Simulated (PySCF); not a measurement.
Si(F)4 cation (F4Si), SMILES F[Si](F)(F)F (connectivity only; charge and spin as stated), charge +1, multiplicity 2. Atoms are numbered in the order given.

```xyz
5

F     -1.0058     0.0000     1.1357
Si     0.0000     0.0000    -0.2068
F      0.0000    -1.3461    -0.9749
F      0.0000     1.3461    -0.9749
F      1.0058     0.0000     1.1357
```
Charge +1, spin multiplicity 2.

Coordinates come from a ωB97X-D3(BJ)/def2-SVP optimisation. The multiplicity is an assumed one; other spin states were not compared. The isomer is the one that the SMILES or the coordinates give; other isomers of the formula were not compared.

The numbers are results of PBE/pcH-1 run with PySCF, not measurements.

Unrestricted Kohn–Sham, ⟨S²⟩ = 0.752. Hyperfine tensors hold the contact and dipolar terms, without spin-orbit corrections.

Question: Estimate the hyperfine couplings. (The exact figures need the calculation; the answer reports its results.)

Answer: 
```json
[
 {"nucleus": "19F no. 1", "A(iso) (MHz)": "118.4", "A(iso) (G)": "42.2", "dipolar principal values (MHz)": "-916.7, -900.6, 1817.2"},
 {"nucleus": "29Si no. 2", "A(iso) (MHz)": "34.4", "A(iso) (G)": "12.3", "dipolar principal values (MHz)": "-1.2, 0.4, 0.7"},
 {"nucleus": "19F no. 3", "A(iso) (MHz)": "-2.4", "A(iso) (G)": "-0.9", "dipolar principal values (MHz)": "-23.7, -23.4, 47.1"},
 {"nucleus": "19F no. 4", "A(iso) (MHz)": "-2.4", "A(iso) (G)": "-0.9", "dipolar principal values (MHz)": "-23.7, -23.4, 47.1"},
 {"nucleus": "19F no. 5", "A(iso) (MHz)": "118.4", "A(iso) (G)": "42.2", "dipolar principal values (MHz)": "-916.7, -900.6, 1817.3"}
]
```

Question: And the g tensor (effective nuclear charges for spin-orbit coupling, GIAO)? (The exact figures need the calculation; the answer reports its results.)

Answer: principal values 2.0084, 2.0147, 2.0364; isotropic 2.0198.
